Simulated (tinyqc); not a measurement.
CCSD on RHF in the sto-6g basis, for H2O, spin multiplicity 1, step by step (part 2 of 2). Computed by tinyqc, a small Python program that keeps every step (integrals from PySCF). Command: `OMP_NUM_THREADS=1 python tinyqc.py 21295 21296 out.jsonl` (the two numbers bound the seeds that draw the settings). One thread of a shared host (Intel(R) Xeon(R) Processor @ 2.60GHz), about 0.4 s of CPU time with the checks.

Geometry (angstrom):

| atom | x | y | z |
|---|---|---|---|
| O | 0.000000 | 0.000000 | 0.000000 |
| H | 0.000000 | 0.729000 | 0.529000 |
| H | 0.000000 | -0.729000 | 0.529000 |

## Integrals over molecular orbitals

coefficients C:
```
              MO1        MO2        MO3        MO4       MO5        MO6        MO7
1O 1s    0.996532  -0.220320   0.000000   0.095649  0.000000  -0.130021   0.000000
1O 2s    0.016958   0.818879   0.000000  -0.536935  0.000000   0.998520   0.000000
1O 2px   0.000000   0.000000   0.000000   0.000000  1.000000   0.000000   0.000000
1O 2py   0.000000   0.000000   0.609011   0.000000  0.000000   0.000000   1.033522
1O 2pz   0.003584   0.145976   0.000000   0.801966  0.000000   0.723885   0.000000
2H 1s   -0.004264   0.157875   0.435431   0.250430  0.000000  -0.847871  -0.894278
3H 1s   -0.004264   0.157875  -0.435431   0.250430  0.000000  -0.847871   0.894278
```

core Hamiltonian H = T + V (hartree):
```
             1O 1s      1O 2s     1O 2px     1O 2py     1O 2pz      2H 1s      3H 1s
1O 1s   -33.106138  -7.318905   0.000000   0.000000  -0.021787  -2.011119  -2.011119
1O 2s    -7.318905  -9.310500   0.000000   0.000000  -0.236609  -4.107481  -4.107481
1O 2px    0.000000   0.000000  -7.526142   0.000000   0.000000   0.000000   0.000000
1O 2py    0.000000   0.000000   0.000000  -7.713369   0.000000  -2.213497   2.213497
1O 2pz   -0.021787  -0.236609   0.000000   0.000000  -7.624730  -1.686810  -1.686810
2H 1s    -2.011119  -4.107481   0.000000  -2.213497  -1.686810  -5.317726  -1.813414
3H 1s    -2.011119  -4.107481   0.000000   2.213497  -1.686810  -1.813414  -5.317726
```

Given earlier and not repeated: Two-electron integrals (ij|kl) in chemists' order.

(pq|rs) = sum C_ip C_jq C_kr C_ls (ij|kl), one index at a time.

one-electron integrals over orbitals h = C^T H C (hartree):
```
            1          2          3          4          5          6          7
1  -33.092043   0.565663   0.000000  -0.240734   0.000000   0.344550   0.000000
2    0.565663  -7.782274   0.000000   0.384940   0.000000  -1.467467   0.000000
3    0.000000   0.000000  -6.537599   0.000000   0.000000   0.000000  -1.707080
4   -0.240734   0.384940   0.000000  -7.171742   0.000000  -0.955882   0.000000
5    0.000000   0.000000   0.000000   0.000000  -7.526142   0.000000   0.000000
6    0.344550  -1.467467   0.000000  -0.955882   0.000000  -5.364347   0.000000
7    0.000000   0.000000  -1.707080   0.000000   0.000000   0.000000  -5.660845
```

Two-electron integrals over orbitals (pq|rs), unique and non-zero (hartree):
```
(11|11) 4.760694    (21|11) -0.423367   (21|21) 0.061140    (22|11) 1.016848
(22|21) -0.013266   (22|22) 0.735670    (31|31) 0.011485    (32|31) 0.018238
(32|32) 0.149373    (33|11) 0.818202    (33|21) -0.004097   (33|22) 0.658235
(33|33) 0.650542    (41|11) 0.189656    (41|21) -0.023787   (41|22) 0.017375
(41|33) 0.006296    (41|41) 0.030327    (42|11) -0.120196   (42|21) 0.010004
(42|22) 0.014302    (42|33) 0.007571    (42|41) 0.019466    (42|42) 0.121828
(43|31) -0.003655   (43|32) 0.016062    (43|43) 0.044537    (44|11) 1.031198
(44|21) -0.014352   (44|22) 0.685359    (44|33) 0.614428    (44|41) -0.012716
(44|42) -0.105001   (44|44) 0.817163    (51|51) 0.026745    (52|51) 0.032169
(52|52) 0.143771    (53|53) 0.029951    (54|51) -0.013474   (54|52) -0.046045
(54|54) 0.057657    (55|11) 1.117072    (55|21) -0.011130   (55|22) 0.749428
(55|33) 0.640989    (55|41) 0.004663    (55|42) -0.061381   (55|44) 0.744264
(55|55) 0.880663    (61|11) -0.272409   (61|21) 0.042291    (61|22) -0.001785
(61|33) -0.000133   (61|41) -0.003399   (61|42) 0.020249    (61|44) -0.020010
(61|55) -0.006332   (61|61) 0.037402    (62|11) 0.334864    (62|21) -0.008141
(62|22) 0.147314    (62|33) 0.079360    (62|41) 0.019001    (62|42) 0.018721
(62|44) 0.101785    (62|55) 0.165315    (62|61) 0.004133    (62|62) 0.105108
(63|31) 0.003297    (63|32) -0.042818   (63|43) -0.025155   (63|63) 0.071311
(64|11) 0.190248    (64|21) -0.000742   (64|22) 0.085220    (64|33) 0.039934
(64|41) 0.003409    (64|42) -0.019467   (64|44) 0.109726    (64|55) 0.100519
(64|61) 0.001641    (64|62) 0.060462    (64|64) 0.056690    (65|51) 0.017056
(65|52) 0.062490    (65|54) -0.004481   (65|65) 0.040596    (66|11) 0.816976
(66|21) -0.007620   (66|22) 0.621645    (66|33) 0.580051    (66|41) 0.022684
(66|42) 0.062610    (66|44) 0.551288    (66|55) 0.592767    (66|61) 0.006923
(66|62) 0.097370    (66|64) 0.041658    (66|66) 0.602315    (71|31) 0.016391
(71|32) 0.023991    (71|43) -0.005455   (71|63) 0.004290    (71|71) 0.023471
(72|31) 0.013636    (72|32) 0.035990    (72|43) -0.033599   (72|63) 0.036608
(72|71) 0.018365    (72|72) 0.059707    (73|11) 0.362754    (73|21) -0.007583
(73|22) 0.132827    (73|33) 0.092984    (73|41) -0.001262   (73|42) -0.072748
(73|44) 0.167864    (73|55) 0.185862    (73|61) -0.007276   (73|62) 0.080146
(73|64) 0.067217    (73|66) 0.036317    (73|73) 0.149163    (74|31) -0.009954
(74|32) -0.076296   (74|43) 0.008503    (74|63) 0.040725    (74|71) -0.013796
(74|72) -0.016626   (74|74) 0.066564    (75|53) 0.023635    (75|75) 0.024236
(76|31) 0.010195    (76|32) 0.104004    (76|43) 0.041259    (76|63) -0.066196
(76|71) 0.013529    (76|72) -0.010805   (76|74) -0.056699   (76|76) 0.118775
(77|11) 0.887641    (77|21) -0.009575   (77|22) 0.632526    (77|33) 0.623007
(77|41) 0.003854    (77|42) -0.012444   (77|44) 0.621525    (77|55) 0.632866
(77|61) -0.005984   (77|62) 0.073373    (77|64) 0.036425    (77|66) 0.572829
(77|73) 0.094915    (77|77) 0.630015
```

## CCSD: starting amplitudes

orbital energies (hartree): MO1 -20.494405, MO2 -1.302974, MO3 -0.658694, MO4 -0.458430, MO5 -0.400097, MO6 0.650001, MO7 0.811144

t_ij^ab = <ij||ab> / (e_i + e_j - e_a - e_b), whose energy is MP2.

Starting amplitudes (spin orbitals 1a, 1b, ...; amplitudes related by a flip of all spins are not repeated; the 24 largest):

| from | to | t |
|---|---|---|
| 3a 3b | 7a 7b | -0.050741 |
| 3a 3b | 6a 6b | -0.027245 |
| 2a 2b | 6a 6b | -0.026910 |
| 4a 4b | 7a 7b | -0.026215 |
| 3a 4b | 6b 7a | 0.026071 |
| 4a 4b | 6a 6b | -0.025572 |
| 2a 3b | 6a 7b | -0.023415 |
| 2a 4b | 6a 6b | -0.019750 |
| 5a 5b | 6a 6b | -0.019330 |
| 3a 4b | 6a 7b | -0.015796 |
| 2a 2b | 7a 7b | -0.014121 |
| 2a 3a | 6a 7a | -0.012720 |
| 2a 3b | 6b 7a | 0.010695 |
| 3a 4a | 6a 7a | 0.010275 |
| 5a 5b | 7a 7b | -0.010005 |
| 2a 4b | 7a 7b | 0.004914 |
| 1a 1b | 6a 6b | -0.000884 |
| 1a 2b | 7a 7b | -0.000784 |
| 1a 4b | 7a 7b | 0.000611 |
| 1a 1b | 7a 7b | -0.000551 |
| 1a 3a | 6a 7a | 0.000511 |
| 1a 3b | 6a 7b | 0.000322 |
| 1a 3b | 6b 7a | 0.000190 |
| 1a 2b | 6a 6b | -0.000179 |

correlation energy = -0.03104791 hartree

## CCSD: amplitude update 1

t_i^a D_i^a and t_ij^ab D_ij^ab are set to the remaining terms of the spin-orbital equations, evaluated with the old amplitudes; for the doubles these are <ij||ab> + 1/2 <ab||ef> t_ij^ef + 1/2 <mn||ij> t_mn^ab + P(ij)P(ab) <mb||ej> t_im^ae + terms in t^2 + terms with t1, D the orbital-energy denominators.

Amplitudes after update 1 (spin orbitals 1a, 1b, ...; amplitudes related by a flip of all spins are not repeated; the 24 largest):

| from | to | t |
|---|---|---|
| 3a 3b | 7a 7b | -0.063883 |
| 3a 3b | 6a 6b | -0.035843 |
| 3a 4b | 6b 7a | 0.033549 |
| 4a 4b | 7a 7b | -0.033180 |
| 4a 4b | 6a 6b | -0.031652 |
| 2a 2b | 6a 6b | -0.031133 |
| 2a 3b | 6a 7b | -0.029366 |
| 2a 4b | 6a 6b | -0.026985 |
| 5a 5b | 6a 6b | -0.023950 |
| 3a 4b | 6a 7b | -0.022936 |
| 2a 3b | 6b 7a | 0.016233 |
| 2a 2b | 7a 7b | -0.015681 |
| 2a 3a | 6a 7a | -0.013133 |
| 5a 5b | 7a 7b | -0.010718 |
| 3a 4a | 6a 7a | 0.010613 |
| 4a | 6a | -0.004736 |
| 2a 4b | 7a 7b | 0.004689 |
| 3a | 7a | -0.002607 |
| 2a | 6a | -0.001155 |
| 1a 1b | 6a 6b | -0.000785 |
| 1a 2b | 7a 7b | -0.000755 |
| 1a 4b | 7a 7b | 0.000571 |
| 1a 3a | 6a 7a | 0.000521 |
| 1a 1b | 7a 7b | -0.000478 |

correlation energy = -0.03902547 hartree

## CCSD: convergence

E_corr = 1/4 sum <ij||ab> t_ij^ab + 1/2 sum <ij||ab> t_i^a t_j^b; stop when the norm of the change is below 1e-8.

Course of the amplitude iterations:

| update | correlation energy (hartree) | norm of the change |
|---|---|---|
| 0 | -0.03104791 | - |
| 1 | -0.03902547 | 5.80e-02 |
| 2 | -0.04139837 | 2.02e-02 |
| 3 | -0.04265359 | 7.85e-03 |
| 4 | -0.04264979 | 9.84e-04 |
| 5 | -0.04265254 | 1.85e-04 |
| 6 | -0.04265251 | 1.60e-05 |
| 7 | -0.04265250 | 6.09e-06 |
| 8 | -0.04265252 | 6.20e-07 |
| 9 | -0.04265252 | 1.37e-07 |
| 10 | -0.04265252 | 4.59e-08 |
| 11 | -0.04265252 | 1.44e-08 |
| 12 | -0.04265252 | 2.57e-09 |

Converged amplitudes (spin orbitals 1a, 1b, ...; amplitudes related by a flip of all spins are not repeated; the 24 largest):

| from | to | t |
|---|---|---|
| 3a 3b | 7a 7b | -0.069848 |
| 3a 3b | 6a 6b | -0.039793 |
| 3a 4b | 6b 7a | 0.037770 |
| 4a 4b | 7a 7b | -0.036858 |
| 4a 4b | 6a 6b | -0.036118 |
| 2a 2b | 6a 6b | -0.032317 |
| 2a 3b | 6a 7b | -0.031077 |
| 2a 4b | 6a 6b | -0.030964 |
| 3a 4b | 6a 7b | -0.028618 |
| 5a 5b | 6a 6b | -0.026074 |
| 2a 3b | 6b 7a | 0.019533 |
| 2a 2b | 7a 7b | -0.015596 |
| 2a 3a | 6a 7a | -0.011544 |
| 4a | 6a | -0.010725 |
| 5a 5b | 7a 7b | -0.009867 |
| 3a 4a | 6a 7a | 0.009151 |
| 2a 4b | 7a 7b | 0.003932 |
| 3a | 7a | -0.003361 |
| 2a | 6a | -0.001304 |
| 1a 1b | 6a 6b | -0.000780 |
| 1a 2b | 7a 7b | -0.000736 |
| 1a 4b | 7a 7b | 0.000551 |
| 1a 3a | 6a 7a | 0.000514 |
| 1a 1b | 7a 7b | -0.000470 |

CCSD total energy = -75.70394691 hartree

T1 diagnostic, norm of the one-spin t1 over sqrt(correlated electrons) = 0.003578

Converged in 12 updates, with DIIS from the third.
